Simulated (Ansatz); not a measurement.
# C2H3F3, SMILES CC(F)(F)F: a rigid torsion scan

Computed with Ansatz's Python interface.

Notebook, run cell by cell (the value of a cell's last expression is shown):

In [1]:
```python
import ansatz as az
from ase import Atoms
```

In [2]:
```python
atoms = Atoms(["C", "C", "F", "F", "F", "H", "H", "H"], positions=[
    [-0.5761, -0.1824, 0.482],
    [0.5483, 0.11, -0.434],
    [1.6515, -0.3936, 0.0833],
    [0.4383, -0.4499, -1.6439],
    [0.7418, 1.4282, -0.6433],
    [-0.4666, 0.3455, 1.4453],
    [-0.7447, -1.2085, 0.6263],
    [-1.5003, 0.2935, 0.0284],
])
```

In [3]:
```python
# relax first, so that the scan starts from a minimum
first = (
    az.Crystal.molecule_from_ase(atoms).calculation()
    .basis(gaussian="cc-pVDZ")
    .functional("r2scan", dispersion="d4")
    .relax(force_tolerance=0.02, max_steps=80)
)
atoms.positions = first.run(threads=1, pin="off").report["positions_ang"]
```

In [4]:
```python
start = atoms.get_dihedral(5, 0, 1, 2)
energies = {}
for turn in range(0, 121, 20):
    turned = atoms.copy()
    turned.set_dihedral(5, 0, 1, 2, start + turn, indices=[1, 2, 3, 4])
    job = (
        az.Crystal.molecule_from_ase(turned).calculation()
        .basis(gaussian="cc-pVDZ")
        .functional("r2scan", dispersion="d4")
    )
    energies[round((start + turn) % 360)] = job.run(threads=1, pin="off").report["free_energy_ev"]
floor = min(energies.values())
print("dihedral H5-C0-C1-F2 (deg)   E - E(min) (kJ/mol)")
for angle, e in sorted(energies.items()):
    print(f"{angle:8d} {96.485332 * (e - floor):14.3f}  " + "#" * int(30 * (e - floor) / max(max(energies.values()) - floor, 1e-9)))
```
```text
dihedral H5-C0-C1-F2 (deg)   E - E(min) (kJ/mol)
      60          0.000
      80          3.232  #######
     100          9.899  ######################
     120         13.333  ##############################
     140          9.903  ######################
     160          3.235  #######
     180          0.000
```

The scan is rigid and the energies are electronic, in a modest basis. With rigid groups the curve can differ much from the relaxed path, the start wasn't checked as a minimum of this torsion, and equivalent turns needn't return to the same energy. Finished in 34 s on 1 thread of Intel(R) Xeon(R) Platinum 8488C (Sapphire Rapids), on a shared host, peak memory 0.22 GiB.

(Lines on the test bed's own set-up are left out of the output.)
